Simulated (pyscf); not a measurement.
Single points on ωB97X-D3(BJ)/def2-SVP structures (PySCF, gas phase).

Q: Estimate by transition-state theory the rate constant of HO–AsH–AsH₂ + H₂ → H₂As–AsH₂ + H₂O (singlet surface; As–O, H–H broken, As–H, H–O formed) at 600 K, with ωB97M-D3(BJ)/def2-TZVP energies (ideal gas, 1 atm, RRHO with modes under 100 cm⁻¹ raised to 100, one conformer, R ln 2 for rigid chiral ones; no tunnelling).

A: The electronic barrier is 48.4 kcal/mol and the thermal terms add +19.0, so ΔG‡ = 67.4 kcal/mol. With k_BT/h = 1.25e+13 s⁻¹ and RT = 1.192 kcal/mol, and a volume of 8.18e-20 cm³ per molecule at 1 atm, k = 2.9e-31 cm³ molecule⁻¹ s⁻¹. Wigner's tunnelling factor for 1325i cm⁻¹ would be 1.42, likely too low at so high a frequency. A shift of 1 kcal/mol in the barrier changes k by a factor 2.3. From the product side, AsH₂• + AsH₂• + H₂O lies, by one bond made or cut, 9.8 kcal/mol under this saddle at ωB97M-D3(BJ). One saddle was located; it need not be the lowest between these sides. Elements up to Kr have no core potential and no relativistic terms here.
